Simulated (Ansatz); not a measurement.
A CCSD(T) single point on CH$_{3}$NO (`CN=O`).

```yaml
crystal:
  periodic: [false, false, false]
  atoms:
    - {symbol: C, position_ang: [-0.173351, 0.294944, -0.257587]}
    - {symbol: N, position_ang: [-0.093363, -0.930204, 0.547167]}
    - {symbol: O, position_ang: [0.960199, -1.088975, 1.083775]}
    - {symbol: H, position_ang: [-0.434984, -0.011299, -1.274295]}
    - {symbol: H, position_ang: [-1.017077, 0.872946, 0.129661]}
    - {symbol: H, position_ang: [0.758566, 0.862588, -0.228740]}
basis:
  gaussian: {orbitals: def2-SVP}
correlation: {method: ccsd_t}
```

```sh
$ ansatz run in.yaml --threads 4 --pin off --events-out ev --progress --plain --max-ram 10444MiB
```

Log, shortened:

```
Functional definition: HF
574 factors; integrals over basis functions are off by at most 1.1e-3 eV
mean field evaluation 1: about -4588.4917 eV, gradient 2.8e1 eV
mean field evaluation 2: about -4588.4972 eV, gradient 2.8e1 eV
mean field evaluation 4: about -4590.3844 eV, gradient 4.1e0 eV
mean field evaluation 8: about -4590.4521 eV, gradient 1.6e-1 eV
mean field evaluation 16: about -4590.4384 eV, gradient 1.3e0 eV
mean field -4590.45229848 eV, -168.6960104488 hartree, gradient 1.4e-6 eV, S^2 0.000000; 0 other end points of the search recorded, 0 dependent functions left out; unrestricted orbitals would lower it
3 core orbitals not correlated: weight in the atoms' cores, before any rotation towards them, 1.000 or more for the frozen orbitals, at most 0.000 for the correlated occupied ones
reference -4590.45229848 eV, -168.6960104488 hartree; 9, 9 occupied and 45, 45 virtual orbitals, 574 factors
second order -13.21596713 eV of doubles, -0.00000000 eV of singles
cycle   1  -13.35195360 eV  change   -1.4e-1 eV  update   9.2e-2
cycle   2  -13.77408582 eV  change   -4.2e-1 eV  update   3.0e-2
cycle   3  -13.89111759 eV  change   -1.2e-1 eV  update   1.6e-2
cycle   4  -13.88567483 eV  change    5.4e-3 eV  update   4.4e-3
cycle   5  -13.88766603 eV  change   -2.0e-3 eV  update   2.1e-3
cycle   6  -13.88764535 eV  change    2.1e-5 eV  update   7.5e-4
cycle   7  -13.88723749 eV  change    4.1e-4 eV  update   3.9e-4
cycle   8  -13.88730800 eV  change   -7.1e-5 eV  update   1.7e-4
cycle   9  -13.88733888 eV  change   -3.1e-5 eV  update   5.8e-5
cycle  10  -13.88733358 eV  change    5.3e-6 eV  update   2.1e-5
perturbative correction -0.45514345 eV, -0.0167262133 hartree
Total energy: -4604.79477550 eV, -169.2230867578 hartree
```

Hardware: 4 threads of an Arm Neoverse V2 on a shared host. Wall time 0.4 s, peak host memory 0.14 GiB.

The correlation energy is -14.342 eV, 3.2 % of it from (T); the T1 diagnostic reads 0.0147.
